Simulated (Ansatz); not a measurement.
Predict the output of the script below (Ansatz 0.2.0 through its Python package).

`c4h5n2.py`
```python
"""Electronic structure of the C4H5N2(-) molecule."""

import warnings

import ansatz as az
from ase import Atoms

warnings.simplefilter("ignore", az.DeckWarning)

atoms = Atoms(["C", "C", "C", "N", "C", "N", "H", "H", "H", "H", "H"], positions=[
    [-1.6715, -0.1255, 0.1228],
    [-0.2061, -0.034, 0.021],
    [0.6057, 1.0199, -0.3544],
    [1.8903, 0.6124, -0.2885],
    [1.8693, -0.6726, 0.1213],
    [0.5983, -1.0824, 0.3146],
    [-1.9624, -0.3649, 1.15],
    [-2.0466, -0.9048, -0.5475],
    [-2.1329, 0.8262, -0.1571],
    [0.3092, 2.013, -0.6555],
    [2.7466, -1.2874, 0.2733],
])
molecule = az.Crystal.molecule_from_ase(atoms)

model = (
    molecule.calculation()
    .basis(gaussian="def2-SVPD")  # atom-centred Gaussian functions
    .functional(az.LibraryFunctional("wB97M-V"))
    .charge(-1)  # electrons removed from the neutral system
)
out = model.run(threads=1)
summary = out.report

print(f"E = {summary['free_energy_ev']:.6f} eV = {summary['free_energy_ev'] / 27.211386246:.7f} Ha")
print("converged:", summary["converged"], " doubts:", summary["published_state_doubts"] or "none")

field = summary["mean_field"]
print("<S^2> =", round(abs(field["state"]["spin_squared"]), 4), " all-electron relativity setting:", field["relativity"])
print("passes:", field["passes"])
if "symmetry" in field:
    print("occupied orbitals by irrep:", field["symmetry"]["occupied"])
```

Output of `python c4h5n2.py`:
```text
E = -7202.276160 eV = -264.6787670 Ha
converged: True  doubts: none
<S^2> = 0.0  all-electron relativity setting: none
passes: {'evaluations': 16, 'products': 16}
occupied orbitals by irrep: [{'A': 22}, {'A': 22}]
```

Reading the output:
- Total energies depend on the basis set; only differences at equal settings carry meaning.
- The geometry is a force-field or estimated start, not a minimum of this method, and the basis set is short of its limit.
- It ran for 24 s on 1 thread of Arm Neoverse V2 (shared host), peak memory 0.46 GiB.
